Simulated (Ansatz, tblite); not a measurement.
# The cluster P3: competing shapes

Aim: relax the candidate shapes of the cluster P3 that a cheap search turned up, and see how the levels of theory order them.

Program: Ansatz 0.2.0, Gaussian basis. Level of theory: relaxed with PBE0-D4/def2-TZVP, doublet. These are calculated values, not measurements.

## (1) Starting geometry

3 atoms, charge 0, spin multiplicity 2.

Atoms are counted from 1 here; the program's logs count them from 0.

Bond lengths: P1–P2 2.114 Å, P1–P3 2.116 Å, P2–P3 2.117 Å. Angles: P2–P1–P3 60.1°, P1–P2–P3 60.0°, P1–P3–P2 59.9°.

A search from random starts with GFN2-xTB found 2 distinct shapes; 2 go on here. The structure above is candidate A, which lies 0.00 eV above the lowest at that level; B lies 1.10 eV above the lowest at that level.

## (2) Relaxing candidate A

in.yaml reads:

```yaml
crystal:
  periodic: [false, false, false]
  atoms:
    - {symbol: P, position_ang: [0.358560, 1.114590, 0.345030]}
    - {symbol: P, position_ang: [-1.141400, -0.370590, 0.227080]}
    - {symbol: P, position_ang: [0.782840, -0.744010, -0.572110]}
basis:
  gaussian: {orbitals: def2-TZVP}
magnetization: {spin_polarized: true, initial_magnetization: 1}
hamiltonian: {xc: pbe0, dispersion: d4}
scf: {lower_state_search: "off"}
output: {orbitals: {seedname: orbitals}}
relax: {f_tol: 0.02, max_steps: 100}
```

Command:

```console
$ ansatz run in.yaml --threads 4 --pin off --events-out ev --progress --plain --max-ram 3916MiB
```

Output, cut to the lines that bear on the results:

```text
Functional definition: PBE0
  name "PBE0"
  cite "Adamo & Barone, J. Chem. Phys. 110, 6158 (1999) doi:10.1063/1.478522"
  cite "Perdew, Burke & Ernzerhof, Phys. Rev. Lett. 77, 3865 (1996) doi:10.1103/PhysRevLett.77.3865"
  parent pbe
[...]
846 factors; their error is unknown
[...]
mean field -27855.73460265 eV, -1023.6793653524 hartree, gradient 2.5e-6 eV, S^2 0.816768; 0 other end points of the search recorded, 0 dependent functions left out
[...]
reference -27855.73462511 eV, -1023.6793661777 hartree; 23, 22 occupied and 88, 89 virtual orbitals, 846 factors
relax step   1: F+E_penalty+E_count = -27855.84867829 eV  Δ(F+E_penalty+E_count) = +0.000e0 eV  max|allowed force component| = 1.497e0 eV/Å  Δτ_max = 0.0000 Å  (39 SCF iters, accepted)
[...]
relax step   4: F+E_penalty+E_count = -27855.98877937 eV  Δ(F+E_penalty+E_count) = -1.344e-4 eV  max|allowed force component| = 4.487e-3 eV/Å  Δτ_max = 0.0022 Å  (21 SCF iters, accepted)
[...]
relax step   5: F+E_penalty+E_count = -27855.98878080 eV  Δ(F+E_penalty+E_count) = -1.429e-6 eV  max|allowed force component| = 2.446e-3 eV/Å  Δτ_max = 0.0002 Å  (18 SCF iters, accepted)
Total energy: -27855.98880361 eV, -1023.6887070652 hartree
Atom 0 at     0.341336     1.060607     0.328272 Å, force     0.002446    -0.000529    -0.001039 eV/Å
Atom 1 at    -1.184239    -0.333686     0.256798 Å, force    -0.001496    -0.001735    -0.000224 eV/Å
Atom 2 at     0.842903    -0.726931    -0.585070 Å, force    -0.000950     0.002265     0.001262 eV/Å
Dipole moment:     0.031624     0.100105     0.031182 e Å
Checks for a lower state left out: stability, starts, cluster_reference, orbital_swaps, neighbouring_geometries, increment
```

It took 12 s on 4 threads of Intel Xeon at 2.50GHz, shared host.

Relaxation path:

```csv
step,energy from step 1 (eV),largest force component (eV/Å)
1,0.0000,1.4975
2,-0.1343,0.2983
3,-0.1400,0.0647
4,-0.1401,0.0045
5,-0.1401,0.0024
```

The force was under the threshold of 0.02 eV/Å already at step 4, but the program went on to step 5.

Distances of close pairs at the start and the end, largest changes first:

```csv
bond,before (Å),after (Å),change (Å)
P2–P3,2.117,2.230,+0.113
P1–P3,2.116,2.069,-0.046
P1–P2,2.114,2.068,-0.046
```

## (3) Relaxing candidate B

in.yaml reads:

```yaml
crystal:
  periodic: [false, false, false]
  atoms:
    - {symbol: P, position_ang: [-1.721870, -0.646390, -0.686690]}
    - {symbol: P, position_ang: [0.002300, -0.002770, -0.003490]}
    - {symbol: P, position_ang: [1.719560, 0.649150, 0.690180]}
basis:
  gaussian: {orbitals: def2-TZVP}
magnetization: {spin_polarized: true, initial_magnetization: 1}
hamiltonian: {xc: pbe0, dispersion: d4}
scf: {lower_state_search: "off"}
output: {orbitals: {seedname: orbitals}}
relax: {f_tol: 0.02, max_steps: 100}
```

Same command.

Output, cut to the lines that bear on the results:

```text
Functional definition: PBE0
  name "PBE0"
  cite "Adamo & Barone, J. Chem. Phys. 110, 6158 (1999) doi:10.1063/1.478522"
  cite "Perdew, Burke & Ernzerhof, Phys. Rev. Lett. 77, 3865 (1996) doi:10.1103/PhysRevLett.77.3865"
  parent pbe
[...]
846 factors; their error is unknown
[...]
mean field -27854.47708571 eV, -1023.6331524571 hartree, gradient 4.1e-6 eV, S^2 0.803280; 0 other end points of the search recorded, 0 dependent functions left out
[...]
reference -27854.47710790 eV, -1023.6331532727 hartree; 23, 22 occupied and 88, 89 virtual orbitals, 846 factors
relax step   1: F+E_penalty+E_count = -27854.57959139 eV  Δ(F+E_penalty+E_count) = +0.000e0 eV  max|allowed force component| = 4.622e-1 eV/Å  Δτ_max = 0.0000 Å  (17 SCF iters, accepted)
[...]
relax step   2: F+E_penalty+E_count = -27854.58935398 eV  Δ(F+E_penalty+E_count) = -9.763e-3 eV  max|allowed force component| = 8.791e-2 eV/Å  Δτ_max = 0.0223 Å  (24 SCF iters, accepted)
[...]
relax step   3: F+E_penalty+E_count = -27854.58969714 eV  Δ(F+E_penalty+E_count) = -3.432e-4 eV  max|allowed force component| = 1.737e-3 eV/Å  Δτ_max = 0.0037 Å  (22 SCF iters, accepted)
Total energy: -27854.58971934 eV, -1023.6372916668 hartree
Atom 0 at    -1.703982    -0.641784    -0.682117 Å, force    -0.001737     0.000250     0.000402 eV/Å
Atom 1 at    -0.000424     0.000461     0.000587 Å, force     0.001696    -0.001170    -0.001516 eV/Å
Atom 2 at     1.704396     0.641313     0.681529 Å, force     0.000042     0.000920     0.001114 eV/Å
Dipole moment:     0.000064    -0.000082    -0.000103 e Å
Checks for a lower state left out: stability, starts, cluster_reference, orbital_swaps, neighbouring_geometries, increment
```

It took 6.5 s on 4 threads of Intel Xeon at 2.50GHz, shared host.

Step by step:

```csv
step,energy from step 1 (eV),largest force component (eV/Å)
1,0.0000,0.4622
2,-0.0098,0.0879
3,-0.0101,0.0017
```

Distances of close pairs at the start and the end, largest changes first:

```csv
bond,before (Å),after (Å),change (Å)
P2–P3,1.963,1.944,-0.019
P1–P2,1.963,1.944,-0.019
```

## (4) The relaxed candidates

```csv
candidate,point group,"bonds (count, mean Å)",energy above the lowest (kJ/mol)
A,C2v,"P–P 3, 2.12",0.0
B,Dinfh,"P–P 2, 1.94",135.0
```

## (5) Candidate B, GFN1-xTB

Tight binding, by tblite at 300 K electronic temperature and without a spin-polarisation term:

```python
tblite.interface.Calculator('GFN1-xTB', numbers, positions, charge=0, uhf=1).singlepoint()
```

Energy -211.7187 eV; 0.009 s.

## (6) Candidate B, GFN2-xTB

Tight binding, by tblite at 300 K electronic temperature and without a spin-polarisation term:

```python
tblite.interface.Calculator('GFN2-xTB', numbers, positions, charge=0, uhf=1).singlepoint()
```

Energy -203.4534 eV; 0.008 s.

## (7) Candidate B, PBE0-D4/def2-TZVP

start.molden holds the orbitals of an earlier run on this state, given as this run's starting guess.

in.yaml reads:

```yaml
crystal:
  periodic: [false, false, false]
  atoms:
    - {symbol: P, position_ang: [-1.703982, -0.641784, -0.682117]}
    - {symbol: P, position_ang: [-0.000424, 0.000461, 0.000587]}
    - {symbol: P, position_ang: [1.704396, 0.641313, 0.681529]}
basis:
  gaussian: {orbitals: def2-TZVP, initial_orbitals: start.molden}
magnetization: {spin_polarized: true, initial_magnetization: 1}
hamiltonian: {xc: pbe0, dispersion: d4}
scf: {omitted_lower_state_checks: [starts]}
output: {orbitals: {seedname: orbitals}}
```

The command is unchanged.

Output:

```text
Functional definition: PBE0
  name "PBE0"
  cite "Adamo & Barone, J. Chem. Phys. 110, 6158 (1999) doi:10.1063/1.478522"
  cite "Perdew, Burke & Ernzerhof, Phys. Rev. Lett. 77, 3865 (1996) doi:10.1103/PhysRevLett.77.3865"
  parent pbe
  parameter a = 0.25
  parameter kappa = 0.804
  parameter beta = 0.06672455060314922
  exchange = (1 - a)*pbe_x(kappa = kappa, mu = beta*pi^2/3) + a*exact_x
  correlation = pbe_c(beta = beta)
these checks for a lower state are left out or cut short: starts
846 factors; their error is unknown
mean field evaluation 1: about -27854.4570 eV, gradient 2.5e-2 eV
mean field evaluation 2: about -27854.4865 eV, gradient 2.2e-5 eV
mean field evaluation 4: about -27854.4865 eV, gradient 6.7e-6 eV
mean field -27854.48654091 eV, -1023.6334999293 hartree, gradient 6.8e-6 eV, S^2 0.798966; 0 other end points of the search recorded, 0 dependent functions left out
reference -27854.48656311 eV, -1023.6335007453 hartree; 23, 22 occupied and 88, 89 virtual orbitals, 846 factors
Total energy: -27854.58971934 eV, -1023.6372916668 hartree
Checks for a lower state left out: starts
```

Run time: 14 s. Hardware: 4 threads of Intel Xeon at 2.50GHz, shared host.

From the report: HOMO -6.37 eV, LUMO -4.43 eV (over both spins); ⟨S²⟩ 0.799 (pure: 0.75).

## (8) Candidate B, PBE-D4/def2-TZVP

in.yaml, as its differences from that of step 7:

```diff
@@ -9,4 +9,4 @@
 magnetization: {spin_polarized: true, initial_magnetization: 1}
-hamiltonian: {xc: pbe0, dispersion: d4}
+hamiltonian: {xc: pbe, dispersion: d4}
 scf: {omitted_lower_state_checks: [starts]}
-output: {orbitals: {seedname: orbitals}}
+output: {forces: true, orbitals: {seedname: orbitals}}
```

The command is unchanged.

Output, cut to the lines that bear on the results:

```text
Functional definition: PBE
  name "PBE"
  cite "Perdew, Burke & Ernzerhof, Phys. Rev. Lett. 77, 3865 (1996) doi:10.1103/PhysRevLett.77.3865"
  parent pbe
[...]
810 factors; their error is unknown
[...]
mean field -27852.59209185 eV, -1023.5638802104 hartree, gradient 7.8e-6 eV, S^2 0.766056; 0 other end points of the search recorded, 0 dependent functions left out
[...]
reference -27852.59212149 eV, -1023.5638812999 hartree; 23, 22 occupied and 88, 89 virtual orbitals, 810 factors
Total energy: -27852.71294007 eV, -1023.5683213005 hartree
Atom 0 at    -1.703982    -0.641784    -0.682117 Å, force    -0.536666    -0.201473    -0.214036 eV/Å
Atom 1 at    -0.000424     0.000461     0.000587 Å, force     0.001292    -0.000629    -0.000836 eV/Å
Atom 2 at     1.704396     0.641313     0.681529 Å, force     0.535374     0.202101     0.214873 eV/Å
Dipole moment:     0.000073    -0.000090    -0.000113 e Å
Checks for a lower state left out: starts
```

Wall time 9 s (4 threads of Intel Xeon at 2.50GHz, shared host).

HOMO -5.51 eV, LUMO -5.30 eV (over both spins); ⟨S²⟩ 0.766 (pure: 0.75).

## (9) Candidate B, r2SCAN-D4/def2-TZVP

in.yaml, as its differences from that of step 8:

```diff
@@ -9,4 +9,4 @@
 magnetization: {spin_polarized: true, initial_magnetization: 1}
-hamiltonian: {xc: pbe, dispersion: d4}
+hamiltonian: {xc: r2scan, dispersion: d4}
 scf: {omitted_lower_state_checks: [starts]}
-output: {forces: true, orbitals: {seedname: orbitals}}
+output: {orbitals: {seedname: orbitals}}
```

The command is unchanged.

Output, cut to the lines that bear on the results:

```text
Functional definition: r2SCAN
  name "r2SCAN"
  cite "Furness, Kaplan, Ning, Perdew & Sun, J. Phys. Chem. Lett. 11, 8208 (2020) doi:10.1021/acs.jpclett.0c02405"
  cite "Furness, Kaplan, Ning, Perdew & Sun, J. Phys. Chem. Lett. 11, 9248 (2020) doi:10.1021/acs.jpclett.0c03077"
  parent r2scan
[...]
810 factors; their error is unknown
[...]
mean field -27863.09278961 eV, -1023.9497737356 hartree, gradient 2.7e-6 eV, S^2 0.793260; 1 other end points of the search recorded, 0 dependent functions left out
reference -27863.09279966 eV, -1023.9497741049 hartree; 23, 22 occupied and 88, 89 virtual orbitals, 810 factors
Total energy: -27863.11784187 eV, -1023.9506943889 hartree
Checks for a lower state left out: starts
```

Run time: 44 s. Hardware: 4 threads of Intel Xeon at 2.50GHz, shared host.

Report: HOMO -5.71 eV, LUMO -5.07 eV (over both spins); ⟨S²⟩ 0.793 (pure: 0.75).

## (10) Candidate B, ωB97M-V/def2-TZVP

in.yaml, as its differences from that of step 9:

```diff
@@ -9,3 +9,3 @@
 magnetization: {spin_polarized: true, initial_magnetization: 1}
-hamiltonian: {xc: r2scan, dispersion: d4}
+hamiltonian: {xc: {name: wB97M-V}}
 scf: {omitted_lower_state_checks: [starts]}
```

The command is unchanged.

Output, cut to the lines that bear on the results:

```text
Functional definition: wB97M-V
  name "wB97M-V"
  cite "Mardirossian & Head-Gordon, J. Chem. Phys. 144, 214110 (2016) doi:10.1063/1.4952647"
  cite "Becke, J. Chem. Phys. 107, 8554 (1997) doi:10.1063/1.475007"
  cite "Vydrov & Van Voorhis, J. Chem. Phys. 133, 244103 (2010) doi:10.1063/1.3521275"
  # Of w^i u^j: cxij and so on, Table III.
[...]
  gx(w, u) = 1 - cx + cx01*u + cx10*w
  gss(w, u) = css00 + css04*u^4 + css10*w + css20*w^2 + css43*w^4*u^3
  gos(w, u) = cos00 + cos10*w + (cos20 + cos21*u)*w^2 + (cos60 + cos61*u)*w^6
[...]
      + integral(e_c_pw_mod_opposite_spin*gos(b97_w_opposite, b97_u_opposite)) + vv10(b, c)
[...]
810 factors; their error is unknown
135 factors; integrals over basis functions are off by at most 8.3e-5 eV
[...]
mean field -27863.23907930 eV, -1023.9551497826 hartree, gradient 6.6e-6 eV, S^2 0.800617; 0 other end points of the search recorded, 0 dependent functions left out
reference -27863.23911279 eV, -1023.9551510131 hartree; 23, 22 occupied and 88, 89 virtual orbitals, 810 factors
Total energy: -27863.23911279 eV, -1023.9551510131 hartree
Checks for a lower state left out: starts
```

It took 41 s on 4 threads of Intel Xeon at 2.50GHz, shared host.

From the report: HOMO -8.07 eV, LUMO -2.62 eV (over both spins); ⟨S²⟩ 0.801 (pure: 0.75).

## (11) Candidate B, B2PLYP/def2-TZVP

in.yaml, as its differences from that of step 10:

```diff
@@ -9,4 +9,3 @@
 magnetization: {spin_polarized: true, initial_magnetization: 1}
-hamiltonian: {xc: {name: wB97M-V}}
+hamiltonian: {xc: {name: B2PLYP}}
 scf: {omitted_lower_state_checks: [starts]}
-output: {orbitals: {seedname: orbitals}}
```

Same command.

Output, cut to the lines that bear on the results:

```text
Functional definition: B2PLYP
  name "B2PLYP"
  cite "Grimme, J. Chem. Phys. 124, 034108 (2006) doi:10.1063/1.2148954"
  cite "Becke, Phys. Rev. A 38, 3098 (1988) doi:10.1103/PhysRevA.38.3098"
  cite "Lee, Yang & Parr, Phys. Rev. B 37, 785 (1988) doi:10.1103/PhysRevB.37.785"
[...]
644 factors; integrals over basis functions are off by at most 6.9e-4 eV
[...]
mean field -27851.15488365 eV, -1023.5110637833 hartree, gradient 2.2e-6 eV, S^2 0.853643; 0 other end points of the search recorded, 0 dependent functions left out
15 core orbitals not correlated: weight in the atoms' cores, before any rotation towards them, 1.000 or more for the frozen orbitals, at most 0.000 for the correlated occupied ones
reference -27851.15500938 eV, -1023.5110684040 hartree; 8, 7 occupied and 88, 89 virtual orbitals, 644 factors
second order -14.15493424 eV of doubles, -0.00000000 eV of singles
Total energy: -27854.97684163 eV, -1023.6515181484 hartree
Checks for a lower state left out: starts
```

It took 14 s on 4 threads of Intel Xeon at 2.50GHz, shared host.

From the report: ⟨S²⟩ 0.854 (pure: 0.75).

## (12) Candidate B, CCSD(T)/def2-TZVPP

in.yaml reads:

```yaml
crystal:
  periodic: [false, false, false]
  atoms:
    - {symbol: P, position_ang: [-1.703982, -0.641784, -0.682117]}
    - {symbol: P, position_ang: [-0.000424, 0.000461, 0.000587]}
    - {symbol: P, position_ang: [1.704396, 0.641313, 0.681529]}
basis:
  gaussian: {orbitals: def2-TZVPP, initial_orbitals: start.molden}
magnetization: {spin_polarized: true, initial_magnetization: 1}
correlation: {method: ccsd_t}
scf: {omitted_lower_state_checks: [starts, cluster_reference]}
output: {orbitals: {seedname: orbitals}}
```

Launched as before.

Output, cut to the lines that bear on the results:

```text
Functional definition: HF
  name "HF"
  cite "Fock, Z. Phys. 61, 126 (1930) doi:10.1007/BF01340294"
  parent pbe
[...]
748 factors; integrals over basis functions are off by at most 9.4e-4 eV
[...]
mean field -27814.87239875 eV, -1022.1777070564 hartree, gradient 4.7e-6 eV, S^2 1.227507; 0 other end points of the search recorded, 0 dependent functions left out
15 core orbitals not correlated: weight in the atoms' cores, before any rotation towards them, 1.000 or more for the frozen orbitals, at most 0.000 for the correlated occupied ones
reference -27814.87239875 eV, -1022.1777070564 hartree; 8, 7 occupied and 103, 104 virtual orbitals, 748 factors
second order -10.45807516 eV of doubles, -0.00000000 eV of singles
cycle   1  -10.89030778 eV  change   -4.3e-1 eV  update   1.4e-1
[...]
cycle  16  -11.68222885 eV  change   -6.0e-6 eV  update   6.5e-6
perturbative correction -0.90014304 eV, -0.0330796464 hartree
Total energy: -27827.45477063 eV, -1022.6401006945 hartree
Checks for a lower state left out: starts, cluster_reference
```

It took 29 s on 4 threads of Intel Xeon at 2.50GHz, shared host; peak memory 0.75 GiB.

Hartree-Fock HOMO -8.06 eV, LUMO -0.45 eV (over both spins); ⟨S²⟩ 1.228 (pure: 0.75); T1 0.059. Doubts: large T1 diagnostic, spin contamination.

## (13) B against A

The energies of A at these levels come from its own runs, whose logs aren't repeated here.

```csv
level,B above A (kJ/mol),time
GFN1-xTB,+64.1,0.024 s
GFN2-xTB,+106.4,0.019 s
HF/def2-TZVPP†,+147.9,
PBE-D4/def2-TZVP,+119.2,11 s
r2SCAN-D4/def2-TZVP,+117.1,50 s
PBE0-D4/def2-TZVP,+135.0,22 s
ωB97M-V/def2-TZVP,+142.5,57 s
B2PLYP/def2-TZVP,+118.0,20 s
MP2/def2-TZVPP†,+142.9,
CCSD/def2-TZVPP†,+132.7,
CCSD(T)/def2-TZVPP†,+125.0,44 s
```

Times add the two runs; a level without a time comes out of a correlated run. † marks a level with a doubtful state (flagged, unstable, out of aufbau order, or strongly spin-contaminated); such levels are left out of the summary. CCSD(T)/def2-TZVPP is no safe reference here (large T1 diagnostic, spin contamination).

## (14) What came out

| quantity | value |
| --- | --- |
| B above A, range of the levels free of doubt, tight binding aside | +117.1 to +142.5 kJ/mol |
| levels that put B lower | none |

In words: All levels free of doubt put A (C2v) below B (Dinfh), by 64.1 to 142.5 kJ/mol. A random search of this size may have missed the true lowest shape. Only doublets are compared; another spin may lie lower and prefer another shape.
